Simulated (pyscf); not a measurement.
PySCF, gas phase, ωB97X-D3(BJ)/def2-SVP geometries.

Task: Estimate the classical barrier height and the reaction energy of H₃C–O–B(O–CH₃)–O–CH₃ + water (H₂O) → methanol (H₃C–OH) + H₃C–O–B(OH)–O–CH₃ at ωB97M-D3(BJ)/def2-TZVP. The step runs on the singlet surface, breaks B–O, H–O and forms H–O, B–O; take the separated reactants as zero.

Result: ΔE‡ = 23.8 kcal/mol, ΔE = -0.1 kcal/mol. Zero-point energy shifts the barrier by +0.2 kcal/mol. It is a four-centre exchange, with an imaginary mode of 1211i cm⁻¹. On the product side the descent ends in a complex, 4.4 kcal/mol under the separated species and 28.7 kcal/mol under the saddle at ωB97X-D3(BJ)/def2-TZVP. The reactants may also form a dative adduct at H₃C–O–B(O–CH₃)–O–CH₃; it and routes through it were not searched. The products may also form a dative adduct at H₃C–O–B(OH)–O–CH₃; it and routes through it were not searched. H₃C–O–B(O–CH₃)–O–CH₃ lies 30.1 kcal/mol over its isomer H₃C–CH(CH₃)–O–B(OH)–OH (electronic energy, ωB97M-D3(BJ)/def2-TZVP). H₃C–O–B(OH)–O–CH₃ lies 15.6 kcal/mol over its isomer H₃C–CH₂–O–B(OH)–OH (electronic energy, ωB97M-D3(BJ)/def2-TZVP). One saddle was located; it need not be the lowest between these sides.
